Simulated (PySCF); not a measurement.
Species: 1,3-hexadiyne, C₆H₆.
Cartesian coordinates in Å at the PBE0-D3(BJ)/def2-SVP level; atoms count from 1:
```
atom  x, y, z in Å
C1     3.823   -0.627    0.892
C2     2.669   -0.477    0.534
C3     1.369   -0.306    0.133
C4     0.216   -0.158   -0.232
C5    -1.169    0.033   -0.632
C6    -2.062    0.545    0.498
H7     4.841   -0.760    1.208
H8    -1.560   -0.924   -1.020
H9    -1.197    0.735   -1.484
H10   -2.072   -0.160    1.342
H11   -3.095    0.671    0.142
H12   -1.706    1.515    0.873
```

Computed with PySCF at CAM-B3LYP/def2-SVPD, non-relativistic, on one gas-phase PBE0-D3(BJ)/def2-SVP geometry that isn't relaxed in the solvent. The solvent is an IEF-PCM continuum (Bondi radii, 1.10 Å for H, scaled by 1.2), and excitations are vertical TDDFT with non-equilibrium linear response and a frozen core. Specific hydrogen bonds and non-electrostatic terms are outside this model.

Gas-phase singlets (H = HOMO, L = LUMO):

```json
{"state": "S1", "E (eV)": "4.673", "λ (nm)": "265", "f": "0.000", "leading configuration": "H→L 61%"}
{"state": "S2", "E (eV)": "4.877", "λ (nm)": "254", "f": "0.000", "leading configuration": "H→L+1 48%"}
{"state": "S3", "E (eV)": "4.883", "λ (nm)": "254", "f": "0.000", "leading configuration": "H-1→L+1 65%"}
{"state": "S4", "E (eV)": "6.864", "λ (nm)": "181", "f": "0.000", "leading configuration": "H→L+2 80%"}
{"state": "S5", "E (eV)": "6.908", "λ (nm)": "179", "f": "0.034", "leading configuration": "H-1→L+2 76%"}
```

Problem. How does the list change in tetrahydrofuran (ε = 7.426)?

Solution. 
```tsv
state	E (eV)	λ (nm)	f	leading configuration	change by rank (eV)
S1	4.707	263	0.000	H→L 66%	+0.034
S2	4.901	253	0.000	H→L+1 49%	+0.024
S3	4.909	253	0.000	H-1→L+1 68%	+0.026
S4	6.856	181	0.000	H→L+2 90%	-0.008
S5	6.902	180	0.030	H-1→L+2 87%	-0.006
```

Problem. Give the list for dimethylsulfoxide (ε = 46.83), n² = 2.19.

Solution. 
| state | E (eV) | λ (nm) | f | leading configuration | change by rank (eV) |
| --- | --- | --- | --- | --- | --- |
| S1 | 4.715 | 263 | 0.000 | H→L 67% | +0.042 |
| S2 | 4.908 | 253 | 0.000 | H→L+1 49% | +0.031 |
| S3 | 4.916 | 252 | 0.000 | H-1→L+1 68% | +0.033 |
| S4 | 6.844 | 181 | 0.000 | H→L+2 91% | -0.020 |
| S5 | 6.891 | 180 | 0.027 | H-1→L+2 89% | -0.017 |

Problem. The ground-state energy changes by -0.170 eV from gas to dimethylsulfoxide. By how much does the total energy of gas-phase S3 change?

Solution. E(S3) = E(S0) + excitation energy, so it changes by -0.170 + 0.033 = -0.137 eV: it is lowered less than the ground state, which is what a blue shift means. This is the vertical state, with the slow part of the continuum still set for S0.

Problem. How do the frontier levels move from gas to dimethylsulfoxide?

Solution. 
```tsv
orbital	gas (eV)	solvent (eV)	change (eV)
LUMO+2	1.31	1.31	0.00
LUMO+1	0.59	0.47	-0.12
LUMO	0.51	0.40	-0.11
HOMO	-8.37	-8.54	-0.17
HOMO-1	-8.40	-8.58	-0.18
HOMO-2	-11.12	-11.21	-0.09
HOMO-3	-11.20	-11.40	-0.20
```

The HOMO–LUMO gap goes from 8.87 to 8.94 eV. Rows go by rank; for HOMO-3, HOMO-2 and LUMO+2 the atom shares or the degeneracy differ between the runs, so the row needn't follow one orbital.
